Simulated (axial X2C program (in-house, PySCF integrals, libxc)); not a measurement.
## Which functional? An output for O₂

An SCF output computed with an in-house all-electron X2C program for linear molecules (integrals from PySCF) for O₂ at 1.194 Å, two-component, state Ω = 1, O dyall-av4z [8s7p4d3f2g] (cores contracted in-house), without its first line:

```
basis functions 176  fitting functions 778  grid points 4342
iter        total energy     max residual
   1       -149.773970789     5.04e-02
   2       -149.787254406     1.16e-02
   3       -149.788593281     5.42e-03
   4       -149.788842640     1.64e-03
   5       -149.788907418     4.03e-04
   6       -149.788909120     7.74e-05
   7       -149.788909209     1.89e-05
   8       -149.788909214     1.31e-05
   9       -149.788909216     7.73e-06
  10       -149.788909216     3.03e-06
  11       -149.788909216     1.42e-06
converged
one-electron -262.36558210  Coulomb 100.59836052  exact exchange -16.37763472  xc functional 0.00000000  nuclear repulsion 28.36460762  atomic mean-field constant -0.00866055
```

Question: Which level of theory produced it?
A. HF
B. PW91
C. B3LYP
D. PBE0
E. PBE50

Answer: A. The exact-exchange term against the functional term shows a share of 1 of exact exchange.
